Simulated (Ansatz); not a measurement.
`CC(C)(F)F` + `C=N` → `C=NC(C)(F)F` + CH₄  (substitution at a C–C bond)

Isolated molecules relaxed with PBE0-D4/def2-TZVP in Ansatz; ΔE leaves out vibrations. CBS: MP2 limit from def2 TZ/QZ plus the TZ coupled-cluster correction, frozen cores. This one scheme is used for every species. DFT in def2-TZVPP. B3LYP here is the variant with VWN-RPA as its local correlation; programs differ in this. One conformer a species, not always the lowest.

`CC(C)(F)F`:

Cartesian coordinates in Å:
```
C -0.508 -1.181 0.212
C -0.250 0.293 0.370
C 0.754 0.892 -0.576
F -1.437 0.963 0.233
F 0.161 0.531 1.655
H -1.247 -1.497 0.948
H 0.415 -1.740 0.368
H -0.887 -1.388 -0.789
H 1.723 0.410 -0.448
H 0.854 1.957 -0.366
H 0.423 0.760 -1.606
```

`C=N`:

Z-matrix (Å, degrees):
```
C
N 1 1.261
H 1 1.096 2 124.9
H 1 1.092 2 118.8 3 -180.0
H 2 1.021 1 111.0 3 -0.0
```

`C=NC(C)(F)F`:

Z-matrix (Å, degrees):
```
C
N 1 1.426
F 1 1.372 2 113.1
C 1 1.503 2 111.9 3 123.8
F 1 1.357 2 107.0 3 -115.4
C 2 1.258 1 119.3 3 -9.8
H 4 1.090 1 108.9 2 175.6
H 4 1.089 1 109.4 2 55.5
H 4 1.090 1 109.8 2 -64.4
H 6 1.089 2 118.3 1 -179.6
H 6 1.093 2 123.7 1 0.5
```

CH₄:

```xyz
5

C     0.000    0.000    0.000
H    -0.498   -0.804   -0.542
H     0.308    0.775   -0.702
H     0.876   -0.396    0.512
H    -0.687    0.425    0.731
```

| level | ΔE (kJ/mol) |
| --- | --- |
| PBE-D4 | -10.2 |
| B3LYP-D4 | -9.1 |
| B2PLYP | -7.2 |
| PBE | -8.7 |
| r2SCAN | -11.1 |
| PBE0 | -7.3 |
| HF/def2-TZVPP | -4.2 |
| CCSD/CBS(def2) | -1.9 |

Task: What does CCSD(T)/CBS give? (Best estimate.)

Result: The calculation gave: -3.9 kJ/mol. The listed levels differ from it by -6.3, -5.2, -3.3, -4.8, -7.2, -3.4, -0.3, 2.0 kJ/mol.

Largest T1 diagnostic among the species: 0.012.
